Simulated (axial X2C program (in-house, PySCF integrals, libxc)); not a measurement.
# SNa: from the state search to constants

What are the state, bond length, wavenumber and bond energy of SNa, and what does spin–orbit coupling change?

Program: an in-house X2C program for linear molecules on PySCF integrals. Level of theory: all-electron X2C, S dyall-av3z, Na dyall-cv3z. These are calculated values, not measurements.

### 1 The job

Contents of task.json:

```json
{"zs": [16, 11], "q": 0, "bas": ["dyall-av3z", "dyall-cv3z"], "levels": ["PBE0", "HF", "PBE"], "cc": true, "r0": 2.54, "thr": -2.0, "nmax": 90, "npts": 10, "nst": 2, "ntry": 6}
```

Keys: zs atomic numbers; q charge; bas basis sets; levels methods (HF also brings MP2); cc coupled cluster on or off; r0 starting distance in Å; thr threshold in hartree for freezing inner shells (an s shell follows its p shell); nmax most natural virtual spinors; npts points asked for on the curve; nst determinants followed; ntry starts of the search.

Started as:

```console
> python so2c.py task.json out
```

Spin-free means the one-electron spin-free X2C Hamiltonian; two-component (2c) means X2C with spin–orbit coupling and atomic mean-field two-electron Coulomb and Gaunt terms. Basis: S dyall-av3z contracted to [9s8p3d2f], Na dyall-cv3z contracted to [9s8p5d2f]; Gaussian nuclei, density fitting. Masses: S 31.972 u, Na 22.990 u.

Notation: σ, π±, δ± give the projection m of an orbital's angular momentum (0, ±1, ±2), α and β its spin, Λ and M_S the sums; ω is the projection of a spinor's total angular momentum and Ω the sum. Logs are in hartree.

The results follow Hamiltonian by Hamiltonian and level by level.

### 2 Search for the lowest determinant

Determinants are compared with PBE0 at 2.540 Å.

Spin-free determinants:

| ΔE (eV) | state | open shells |
| --- | --- | --- |
| 0.00 | M_S = 1/2, Λ = 1 | beyond closed shells: π+α, π+β, π-α |
| 0.51 | M_S = 1/2, Λ = 0 | beyond closed shells: σα |
| 2.72 | M_S = 3/2, Λ = 0 | beyond closed shells: σα, π+α, π-α |
| 2.77 | M_S = 1/2, Λ = 0 | beyond closed shells: σβ, π+α, π-α |
| 3.17 | M_S = 3/2, Λ = 1 | beyond closed shells: 2 × σα, π+α, π+β, π-α |
| 3.57 | M_S = 1/2, Λ = 1 | beyond closed shells: 2 × σα, π+α, π+β, π-β |

Two-component determinants:

| ΔE (eV) | state | open shells |
| --- | --- | --- |
| 0.00 | Ω = 3/2 | excess of +ω over −ω: ω = 3/2 |
| 0.04 | Ω = 1/2 | excess of +ω over −ω: ω = 1/2 |
| 2.79 | Ω = 1/2 | excess of +ω over −ω: 2 × ω = -1/2, ω = 3/2 |
| 3.17 | Ω = 5/2 | excess of +ω over −ω: 2 × ω = 1/2, ω = 3/2 |
| 3.98 | Ω = 1/2 | excess of +ω over −ω: ω = 1/2 |
| 4.33 | Ω = 5/2 | excess of +ω over −ω: ω = -1/2, 2 × ω = 3/2 |
| 4.87 | Ω = 7/2 | excess of +ω over −ω: ω = 1/2, 2 × ω = 3/2 |

### 3 PBE0, spin-free

State followed: M_S = 1/2, Λ = 1 (beyond closed shells: π+α, π+β, π-α). The scan is laid around 2.493 Å, a first estimate of the minimum, and this SCF restarts from the orbitals of the search.

The SCF at the reference distance of 2.493 Å:

```text
spin-free X2C-1e  PBE0
basis functions 134  fitting functions 641  grid points 4362
iter        total energy     max residual
   1       -561.115235757     8.74e-01
   2       -561.561658579     1.05e-02
   3       -561.561567819     1.04e-02
   4       -561.564466545     8.57e-04
   5       -561.564480647     3.52e-04
   6       -561.564483655     3.07e-05
   7       -561.564483697     6.17e-06
   8       -561.564483698     8.31e-07
converged
one-electron -855.60458903  Coulomb 296.73796613  exact exchange -9.79910949  xc functional -30.25743126  nuclear repulsion 37.35867995
```

Along the bond, energies from the lowest point:

```csv
R (Å),E (eV),μ (D),HOMO (eV),LUMO (eV),iterations
2.343,0.0672,7.93,-5.19,-2.78,8
2.418,0.0142,8.17,-5.12,-2.71,8
2.493,0.0000,8.42,-5.05,-2.64,8
2.580,0.0209,8.71,-4.97,-2.57,8
2.667,0.0712,9.00,-4.90,-2.50,9
2.780,0.1663,9.38,-4.82,-2.41,10
```

Dipoles are positive if Na is the positive end.

Outer orbitals at the reference distance:

```csv
symmetry,occupied,ε (eV),atomic character
π+β,yes,-32.58,100% Na p
π-α,yes,-32.58,100% Na p
π+α,yes,-32.58,100% Na p
π-β,yes,-32.58,100% Na p
σβ,yes,-32.53,99% Na p
σα,yes,-32.52,99% Na p
σα,yes,-16.93,"86% S s, 6% Na p, 5% Na d"
σβ,yes,-15.64,"86% S s, 6% Na p, 5% Na d"
π-α,yes,-6.13,"94% S p, 4% Na d, 3% Na p"
π+α,yes,-6.13,"94% S p, 4% Na d, 3% Na p"
σα,yes,-6.00,"86% S p, 8% Na s, 4% Na p"
σβ,yes,-5.65,"85% S p, 9% Na s, 3% Na p"
π+β,yes,-5.05,"92% S p, 4% Na d, 4% Na p"
π-β,no,-2.64,"89% S p, 7% Na p, 4% Na d"
σβ,no,-1.69,"62% Na s, 26% Na p, 7% S p"
σα,no,-1.67,"64% Na s, 24% Na p, 7% S p"
π+β,no,-0.02,"91% Na p, 5% Na d, 3% S p"
```

PBE0 fields in the half plane through the axis: z from -2.4 to 4.8 Å across, distance from the axis 0.15 to 2.25 Å upwards; S lies at z = 0 and Na at z = 2.493 Å; the ELF is damped to zero where the density is low.

log10 density (e/bohr³). Ten even steps from ' ' (-5.24 ) to '@' (1.22 ):
```
....::::::------------------::::::::........      
..::::--------========----------::::::::......    
::::------==================--------::::::....    
::::----====++++++++++++========--------::::....  
::----====++++******++++++============----::......
::--====++++************++++++++****++==--::::....
----==++++****######****++++**######**++==--::....
----==++++**##%%@@%%##****++**%%@@%%##**==--::....
```

ELF. Ten even steps from ' ' (0.00 ) to '@' (0.91 ):
```
            ................                      
        ..::::----------::::....                  
      ::--==++++++++++++====::                    
    ::==++**##########****==..                    
  ..--++##%%@@@@@@%%%%%%##--                      
  ::==##%%@@@@@@%%%%@@@@%%::  ::++++--..          
..--++%%@@@@%%......%%@@%%....%%@@@@##--          
..--**%%@@@@==**##**==@@%%  --@@--%%@@++          
```

Re = 2.488 Å, ωe = 332 cm⁻¹, ωexe = 1.52 cm⁻¹, Be = 0.2037 cm⁻¹, De = 2.46 eV, μ = 8.40 D.

### 4 HF, spin-free

Output at 2.493 Å:

```text
spin-free X2C-1e  HF
basis functions 134  fitting functions 641  grid points 4362
iter        total energy     max residual
   1       -560.704380909     8.30e-02
   2       -560.715083540     2.92e-03
   3       -560.715473830     9.25e-04
   4       -560.715537174     4.05e-04
   5       -560.715552211     2.77e-04
   6       -560.715556669     1.09e-04
   7       -560.715557115     2.32e-05
   8       -560.715557149     6.11e-06
   9       -560.715557153     3.10e-06
  10       -560.715557154     7.03e-07
converged
one-electron -855.63134017  Coulomb 296.81659282  exact exchange -39.25948976  xc functional 0.00000000  nuclear repulsion 37.35867995
```

Re = 2.516 Å, ωe = 331 cm⁻¹, ωexe = 1.45 cm⁻¹, Be = 0.1991 cm⁻¹, De = 1.36 eV, μ = 9.23 D.

### 5 PBE, spin-free

The SCF at the reference distance of 2.493 Å:

```text
spin-free X2C-1e  PBE
basis functions 134  fitting functions 641  grid points 4362
iter        total energy     max residual
   1       -561.521786764     2.95e-02
   2       -561.523344522     3.77e-03
   3       -561.522231667     5.35e-03
   4       -561.523905572     5.56e-04
   5       -561.523910461     1.13e-04
   6       -561.523911276     5.14e-05
   7       -561.523911387     3.65e-06
   8       -561.523911387     2.30e-06
converged
one-electron -855.40105303  Coulomb 296.50499742  exact exchange 0.00000000  xc functional -39.98653572  nuclear repulsion 37.35867995
```

Re = 2.502 Å, ωe = 321 cm⁻¹, ωexe = 1.57 cm⁻¹, Be = 0.2014 cm⁻¹, De = 2.52 eV, μ = 7.94 D.

### 6 Correlated methods, spin-free

Correlated methods: 15 electrons correlated (frozen shells, counted by type: S 2 s, 1 p; Na 1 s), 219 virtual spinors in MP2, 90 natural virtuals in coupled cluster.

Output of the correlated part at 2.493 Å:

```text
correlated 15  virtual 219  natural virtual 90  E(MP2) -0.434629903  MP2 remainder -0.029294045
iter   CCSD correlation   residual
   1     -0.423405878   8.68e-02
   2     -0.430412032   2.79e-02
   3     -0.430447364   7.38e-03
   4     -0.430465007   2.89e-03
   5     -0.430481233   9.95e-04
   6     -0.430476781   2.98e-04
   7     -0.430478130   8.41e-05
   8     -0.430477973   2.75e-05
   9     -0.430477743   1.03e-05
  10     -0.430477872   3.38e-06
  11     -0.430477883   1.01e-06
(T) -0.010123338  T1 0.0081  D1 0.0173  max T2 0.064
```

T1 in the output is the amplitude norm over the root of the electron number; divide by √2 for the Lee–Taylor value.

MP2: Re = 2.493 Å, ωe = 331 cm⁻¹, Be = 0.2028 cm⁻¹, De = 2.47 eV.

CCSD: Re = 2.495 Å, ωe = 331 cm⁻¹, ωexe = 1.47 cm⁻¹, Be = 0.2025 cm⁻¹, De = 2.41 eV. T1 at Re = 0.006 (Lee–Taylor, the printed value over √2).

CCSD(T): Re = 2.495 Å, ωe = 330 cm⁻¹, ωexe = 1.47 cm⁻¹, Be = 0.2024 cm⁻¹, De = 2.46 eV. T1 at Re = 0.006 (Lee–Taylor, the printed value over √2).

### 7 A higher determinant, spin-free

State: M_S = 1/2, Λ = 0 (beyond closed shells: σα).

Output at the reference distance:

```text
spin-free X2C-1e  PBE0
basis functions 134  fitting functions 641  grid points 4362
iter        total energy     max residual
   1       -561.113797630     8.67e-01
   2       -561.544065697     1.00e-02
   3       -561.544431738     9.43e-03
   4       -561.546387156     6.44e-04
   5       -561.546394357     3.28e-04
   6       -561.546397414     4.62e-05
   7       -561.546397511     1.91e-05
   8       -561.546397517     3.40e-06
   9       -561.546397518     1.40e-06
converged
one-electron -855.32627861  Coulomb 296.48613372  exact exchange -9.80209025  xc functional -30.26284234  nuclear repulsion 37.35867995
```

```csv
R (Å),E above the lowest PBE0 point (eV)
2.343,0.493
2.418,0.478
2.493,0.492
2.580,0.536
2.667,0.601
2.780,0.706
```

Re = 2.415 Å, ωe = 325 cm⁻¹, Be = 0.2161 cm⁻¹, μ = 8.68 D. Te = 0.48 eV.

### 8 The spin-free curves together

Energy (eV) of the followed determinant, spin-free, from each level's lowest point:

```csv
R (Å),PBE0,HF,MP2,CCSD,CCSD(T),PBE
2.343,0.067,0.097,0.072,0.074,0.074,0.077
2.418,0.014,0.028,0.016,0.017,0.017,0.019
2.493,0.000,0.000,0.000,0.000,0.000,0.000
2.580,0.021,0.009,0.019,0.018,0.018,0.014
2.667,0.071,0.050,0.068,0.066,0.065,0.057
2.780,0.166,0.138,0.162,0.160,0.158,0.142
```

### 9 PBE0, 2c

State followed: Ω = 3/2 (excess of +ω over −ω: ω = 3/2). The scan is laid around 2.493 Å, a first estimate of the minimum, and this SCF restarts from the orbitals of the search.

The SCF at the reference distance of 2.493 Å:

```text
two-component X2C + atomic mean field  PBE0
basis functions 134  fitting functions 641  grid points 4362
iter        total energy     max residual
   1       -561.037818894     8.78e-01
   2       -561.487227411     1.05e-02
   3       -561.487131018     1.03e-02
   4       -561.490029236     8.57e-04
   5       -561.490043291     3.51e-04
   6       -561.490046289     3.08e-05
   7       -561.490046331     6.21e-06
   8       -561.490046332     8.60e-07
converged
one-electron -855.40890563  Coulomb 296.68446164  exact exchange -9.79722347  xc functional -30.25159266  nuclear repulsion 37.35867995  atomic mean-field constant -0.07546616
```

Along the bond, energies from the lowest point:

```csv
R (Å),E (eV),μ (D),HOMO (eV),LUMO (eV),iterations
2.343,0.0675,7.92,-5.21,-2.76,8
2.418,0.0143,8.17,-5.14,-2.69,8
2.493,0.0000,8.41,-5.07,-2.62,8
2.580,0.0207,8.70,-4.99,-2.55,8
2.667,0.0709,9.00,-4.92,-2.48,9
2.780,0.1659,9.38,-4.84,-2.39,10
```

Dipoles are positive if Na is the positive end.

Outer spinors at the reference distance:

| ω | occupied | ε (eV) | atomic character | λ mixture |
| --- | --- | --- | --- | --- |
| 1/2 | yes | -32.66 | 100% Na p | 80% π, 20% σ |
| -1/2 | yes | -32.66 | 100% Na p | 79% π, 21% σ |
| 3/2 | yes | -32.52 | 100% Na p | 100% π |
| -3/2 | yes | -32.51 | 100% Na p | 100% π |
| -1/2 | yes | -32.48 | 100% Na p | 79% σ, 21% π |
| 1/2 | yes | -32.48 | 100% Na p | 80% σ, 20% π |
| 1/2 | yes | -16.93 | 86% S s, 6% Na p, 5% Na d | 100% σ |
| -1/2 | yes | -15.64 | 86% S s, 6% Na p, 5% Na d | 100% σ |
| -1/2 | yes | -6.15 | 94% S p, 4% Na d, 3% Na p | 100% π |
| 3/2 | yes | -6.10 | 94% S p, 4% Na d, 3% Na p | 100% π |
| 1/2 | yes | -6.00 | 86% S p, 8% Na s, 4% Na p | 100% σ |
| -1/2 | yes | -5.64 | 85% S p, 9% Na s, 3% Na p | 100% σ |
| 1/2 | yes | -5.07 | 92% S p, 4% Na d, 4% Na p | 100% π |
| -3/2 | no | -2.62 | 89% S p, 7% Na p, 4% Na d | 100% π |
| -1/2 | no | -1.69 | 62% Na s, 26% Na p, 7% S p | 100% σ |
| 1/2 | no | -1.67 | 64% Na s, 24% Na p, 7% S p | 100% σ |
| 1/2 | no | -0.02 | 91% Na p, 5% Na d, 3% S p | 100% π |

PBE0 fields in the half plane through the axis: z from -2.4 to 4.8 Å across, distance from the axis 0.15 to 2.25 Å upwards; S lies at z = 0 and Na at z = 2.493 Å; the ELF is damped to zero where the density is low.

log10 density (e/bohr³). Ten even steps from ' ' (-5.24 ) to '@' (1.22 ):
```
....::::::------------------::::::::........      
..::::::------========----------::::::::......    
::::------==================--------::::::....    
::::----====++++++++++++========--------::::....  
::----====++++******++++++============----::......
::--====++++************++++++++****++==--::::....
----==++++****######****++++**######**++==--::....
----==++++**##%%@@%%##****++**%%@@%%##**==--::....
```

ELF. Ten even steps from '0' (0.00 ) to '9' (0.91 ):
```
0000001111111100000000000
0000122333332211000000000
0002345555554420000000000
0024567777766410000000000
0135789998887300000000000
0257899988998202553100000
1358998111898118997300000
1368994676498039389500000
```

Re = 2.488 Å, ωe = 332 cm⁻¹, ωexe = 1.52 cm⁻¹, Be = 0.2036 cm⁻¹, De = 2.48 eV, μ = 8.40 D.

### 10 HF, 2c

Output at 2.493 Å:

```text
two-component X2C + atomic mean field  HF
basis functions 134  fitting functions 641  grid points 4362
iter        total energy     max residual
   1       -560.630124084     8.31e-02
   2       -560.640822228     2.92e-03
   3       -560.641212022     9.18e-04
   4       -560.641275100     4.07e-04
   5       -560.641290002     2.74e-04
   6       -560.641294394     1.07e-04
   7       -560.641294829     2.27e-05
   8       -560.641294861     6.00e-06
   9       -560.641294866     3.03e-06
  10       -560.641294867     6.76e-07
converged
one-electron -855.43605609  Coulomb 296.76349490  exact exchange -39.25194748  xc functional 0.00000000  nuclear repulsion 37.35867995  atomic mean-field constant -0.07546616
```

Re = 2.517 Å, ωe = 331 cm⁻¹, ωexe = 1.45 cm⁻¹, Be = 0.199 cm⁻¹, De = 1.38 eV, μ = 9.23 D.

### 11 PBE, 2c

The SCF at the reference distance of 2.493 Å:

```text
two-component X2C + atomic mean field  PBE
basis functions 134  fitting functions 641  grid points 4362
iter        total energy     max residual
   1       -561.447281670     2.95e-02
   2       -561.448836971     3.77e-03
   3       -561.447717399     5.35e-03
   4       -561.449400532     5.57e-04
   5       -561.449405447     1.13e-04
   6       -561.449406265     5.16e-05
   7       -561.449406377     3.66e-06
   8       -561.449406378     2.30e-06
converged
one-electron -855.20529116  Coulomb 296.45140915  exact exchange 0.00000000  xc functional -39.97873816  nuclear repulsion 37.35867995  atomic mean-field constant -0.07546616
```

Re = 2.502 Å, ωe = 321 cm⁻¹, ωexe = 1.57 cm⁻¹, Be = 0.2014 cm⁻¹, De = 2.54 eV, μ = 7.94 D.

### 12 MP2 and beyond, 2c

Correlated methods: 15 electrons correlated (frozen shells, counted by type: S 2 s, 1 p; Na 1 s), 219 virtual spinors in MP2, 90 natural virtuals in coupled cluster.

Output of the correlated part at 2.493 Å:

```text
correlated 15  virtual 219  natural virtual 90  E(MP2) -0.434609023  MP2 remainder -0.028667506
iter   CCSD correlation   residual
   1     -0.423983993   8.68e-02
   2     -0.430987192   2.79e-02
   3     -0.431022024   7.36e-03
   4     -0.431038963   2.87e-03
   5     -0.431055037   9.88e-04
   6     -0.431050617   2.96e-04
   7     -0.431051957   8.32e-05
   8     -0.431051807   2.71e-05
   9     -0.431051579   1.02e-05
  10     -0.431051707   3.35e-06
  11     -0.431051717   9.98e-07
(T) -0.010125364  T1 0.0080  D1 0.0173  max T2 0.064
```

MP2: Re = 2.493 Å, ωe = 331 cm⁻¹, Be = 0.2028 cm⁻¹, De = 2.47 eV.

CCSD: Re = 2.495 Å, ωe = 331 cm⁻¹, ωexe = 1.47 cm⁻¹, Be = 0.2025 cm⁻¹, De = 2.42 eV. T1 at Re = 0.006 (Lee–Taylor, the printed value over √2).

CCSD(T): Re = 2.496 Å, ωe = 330 cm⁻¹, ωexe = 1.47 cm⁻¹, Be = 0.2024 cm⁻¹, De = 2.46 eV. T1 at Re = 0.006 (Lee–Taylor, the printed value over √2).

### 13 A higher determinant, 2c

State: Ω = 1/2 (excess of +ω over −ω: ω = 1/2).

Output at the reference distance:

```text
two-component X2C + atomic mean field  PBE0
basis functions 134  fitting functions 641  grid points 4362
iter        total energy     max residual
   1       -561.036329793     8.78e-01
   2       -561.485704126     1.05e-02
   3       -561.485613747     1.04e-02
   4       -561.488501505     8.55e-04
   5       -561.488515509     3.51e-04
   6       -561.488518509     3.08e-05
   7       -561.488518552     6.14e-06
   8       -561.488518554     1.37e-06
converged
one-electron -855.39741585  Coulomb 296.67404032  exact exchange -9.79713091  xc functional -30.25122591  nuclear repulsion 37.35867995  atomic mean-field constant -0.07546616
```

```csv
R (Å),E above the lowest PBE0 point (eV)
2.343,0.109
2.418,0.056
2.493,0.042
2.580,0.062
2.667,0.113
2.780,0.208
```

Re = 2.488 Å, ωe = 332 cm⁻¹, ωexe = 1.52 cm⁻¹, Be = 0.2037 cm⁻¹, μ = 8.40 D. Te = 0.04 eV.

### 14 The 2c curves together

Energy (eV) of the followed determinant, 2c, from each level's lowest point:

```csv
R (Å),PBE0,HF,MP2,CCSD,CCSD(T),PBE
2.343,0.068,0.098,0.073,0.075,0.075,0.077
2.418,0.014,0.028,0.017,0.017,0.018,0.020
2.493,0.000,0.000,0.000,0.000,0.000,0.000
2.580,0.021,0.009,0.019,0.018,0.017,0.014
2.667,0.071,0.050,0.067,0.066,0.065,0.057
2.780,0.166,0.138,0.161,0.160,0.158,0.142
```

Time for the job: 3.2 min (1 thread, shared host).

### 15 Results

Lowest determinant that the search found at its distance, spin-free: M_S = 1/2, Λ = 1 (beyond closed shells: π+α, π+β, π-α).

Lowest determinant that the search found at its distance, 2c: Ω = 3/2 (excess of +ω over −ω: ω = 3/2).

| Hamiltonian | level | Re (Å) | ωe (cm⁻¹) | De (eV) | μ (D) |
| --- | --- | --- | --- | --- | --- |
| spin-free | PBE0 | 2.488 | 332 | 2.46 | 8.40 |
| spin-free | HF | 2.516 | 331 | 1.36 | 9.23 |
| spin-free | MP2 | 2.493 | 331 | 2.47 | n/a |
| spin-free | CCSD | 2.495 | 331 | 2.41 | n/a |
| spin-free | CCSD(T) | 2.495 | 330 | 2.46 | n/a |
| spin-free | PBE | 2.502 | 321 | 2.52 | 7.94 |
| 2c | PBE0 | 2.488 | 332 | 2.48 | 8.40 |
| 2c | HF | 2.517 | 331 | 1.38 | 9.23 |
| 2c | MP2 | 2.493 | 331 | 2.47 | n/a |
| 2c | CCSD | 2.495 | 331 | 2.42 | n/a |
| 2c | CCSD(T) | 2.496 | 330 | 2.46 | n/a |
| 2c | PBE | 2.502 | 321 | 2.54 | 7.94 |

Dipoles are positive if Na is the positive end.

Time per point (s) on 1 thread, shared host (2c runs; CCSD comes with the CCSD(T) run); the times are rough: PBE0 0.44, HF 0.26, MP2 0.73, CCSD(T) 13, PBE 0.38.

In words: At CCSD(T), going from spin-free to two-component changes Re by 0 mÅ, ωe by 0.0 %, which is small (part of it comes from the scalar share of the two-electron terms). De moves by 0.00 eV; both De rest on single-determinant atoms, which can miss part of an open shell's spin–orbit lowering.

De refers to S + Na, each in the lowest determinant found, which need not be this curve's own limit. The state is a single determinant with fixed occupations, the lowest that a limited PBE0 search found. Dissociation energies refer to the lowest single-determinant-based atoms at the same level and basis. Density functionals use the spin component along the axis (collinear). CCSD and (T) use frozen natural virtuals with an MP2 correction for the truncation.
